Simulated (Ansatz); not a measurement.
**CCSD/6-311+G(d,p) run of PF3 (phosphorus trifluoride)**

What is the vertical electron affinity of PF3 (phosphorus trifluoride) at CCSD/6-311+G**? 

The calculation is run with Ansatz 0.2.0.

38 further runs of the same task are left out: 6 that didn't finish, 32 set aside as unsound or not needed.

**1. Starting point**

The species is PF3 (4 atoms), meant as a singlet with charge 0. SMILES: `FP(F)F`. The coordinates come from a PBE0-D4/def2-TZVP relaxation.

Bond lengths: F1–P2 1.572 Å, P2–F3 1.572 Å, P2–F4 1.572 Å. Angles: F1–P2–F3 97.6°, F1–P2–F4 97.6°, F3–P2–F4 97.6°.

**2. The energy at CCSD/6-311+G(d,p)**

The input, input.yaml:

```yaml
crystal:
  periodic: [false, false, false]
  atoms:
    - {symbol: F, position_ang: [0.834400, -0.663200, 0.874500]}
    - {symbol: P, position_ang: [-0.297500, 0.314600, 0.392300]}
    - {symbol: F, position_ang: [-1.061900, -0.696500, -0.536900]}
    - {symbol: F, position_ang: [0.525000, 1.045200, -0.730000]}
basis:
  gaussian: {orbitals: 6-311+G_st__st_-spherical.json}
correlation: {method: ccsd, frozen_orbitals: {F: 1, P: 5}}
accuracy: high
scf: {omitted_lower_state_checks: [cluster_reference, increment]}
```

The basis set 6-311+G** is read from a file made from the Basis Set Exchange's data (not shown).

The run is started by

```console
$ ansatz run input.yaml --threads 1 --pin off --max-ram 3480MiB --events-out events.jsonl --progress --plain --runs-dir runs
```

The log of the run (excerpt; [...] marks lines left out):

```text
Warning: RAYON_NUM_THREADS=1 ignored (pool sized by the plan → 1); use --threads N
Functional definition: HF
  name "HF"
[...]
1724 factors; integrals over basis functions are off by at most 3.4e-9 eV
[...]
mean field -17394.33334633 eV, -639.2299601750 hartree, gradient 2.7e-8 eV, S^2 0.000000; 0 other end points of the search recorded, 0 dependent functions left out
8 core orbitals not correlated: weight in the atoms' cores, before any rotation towards them, 1.000 or more for the frozen orbitals, at most 0.000 for the correlated occupied ones
reference -17394.33334633 eV, -639.2299601750 hartree; 13, 13 occupied and 75, 75 virtual orbitals, 1724 factors
second order -19.95082656 eV of doubles, -0.00000000 eV of singles
cycle   1  -19.49005013 eV  change    4.6e-1 eV  update   1.1e-1
[...]
cycle  19  -20.08804625 eV  change   -1.5e-9 eV  update   2.7e-9
Total energy: -17414.42139258 eV, -639.9681822587 hartree
Checks for a lower state left out: cluster_reference, increment
```

It took 16 s on 1 thread of Arm Neoverse V1, shared host; peak memory 0.59 GiB.

**3. The doublet anion, same level**

The input, run.yaml:

```yaml
crystal:
  periodic: [false, false, false]
  atoms:
    - {symbol: F, position_ang: [0.834400, -0.663200, 0.874500]}
    - {symbol: P, position_ang: [-0.297500, 0.314600, 0.392300]}
    - {symbol: F, position_ang: [-1.061900, -0.696500, -0.536900]}
    - {symbol: F, position_ang: [0.525000, 1.045200, -0.730000]}
basis:
  gaussian:
    orbitals: 6-311+G_st__st_-spherical.json
total_charge: -1
magnetization:
  spin_polarized: true
  initial_magnetization: 1
correlation:
  method: ccsd
  frozen_orbitals: {F: 1, P: 5}
accuracy: high
scf:
  omitted_lower_state_checks: [cluster_reference, increment]
```

The basis set 6-311+G** is read from a file made from the Basis Set Exchange's data (not shown).

The run is started by

```console
$ ansatz run run.yaml --threads 1 --pin off --max-ram 3480MiB --events-out events.jsonl --progress --plain --runs-dir runs
```

The log of the run (excerpt; [...] marks lines left out):

```text
Warning: RAYON_NUM_THREADS=1 ignored (pool sized by the plan → 1); use --threads N
Functional definition: HF
  name "HF"
[...]
1724 factors; integrals over basis functions are off by at most 3.5e-9 eV
[...]
mean field -17392.69267487 eV, -639.1696666110 hartree, gradient 2.9e-8 eV, S^2 0.751572; 16 other end points of the search recorded, 0 dependent functions left out
8 core orbitals not correlated: weight in the atoms' cores, before any rotation towards them, 1.000 or more for the frozen orbitals, at most 0.000 for the correlated occupied ones
reference -17392.69267487 eV, -639.1696666110 hartree; 14, 13 occupied and 74, 75 virtual orbitals, 1724 factors
second order -20.03527579 eV of doubles, -0.00000000 eV of singles
cycle   1  -19.59666563 eV  change    4.4e-1 eV  update   1.1e-1
[...]
cycle  51  -20.19236958 eV  change  -6.0e-11 eV  update   1.8e-9
Total energy: -17412.88504446 eV, -639.9117225064 hartree
Checks for a lower state left out: cluster_reference, increment
```

It took 4 min on 1 thread of Arm Neoverse V1, shared host; peak memory 1.2 GiB.

**4. Results**

At CCSD/6-311+G**, 8 core orbitals frozen:

| quantity | value |
| --- | --- |
| singlet PF3: total energy | -639.96818 Eh |
| singlet PF3: correlation energy (8 core orbitals frozen) | -738.2 mEh |
| singlet PF3: T1 diagnostic | 0.014 |
| doublet anion: total energy | -639.91172 Eh |
| doublet anion: correlation energy (8 core orbitals frozen) | -742.1 mEh |
| doublet anion: ⟨S²⟩ of the reference determinant | 0.752 |
| doublet anion: T1 diagnostic | 0.090 |
| vertical electron affinity (to the doublet anion) | -1.536 eV |

In words: The anion lies 1.54 eV (148 kJ/mol) above the neutral: the electron isn't bound at this level, and such a value depends on the basis. The T1 diagnostic (doublet anion) of 0.090 is above the customary mark for such species, so a single reference may not serve.
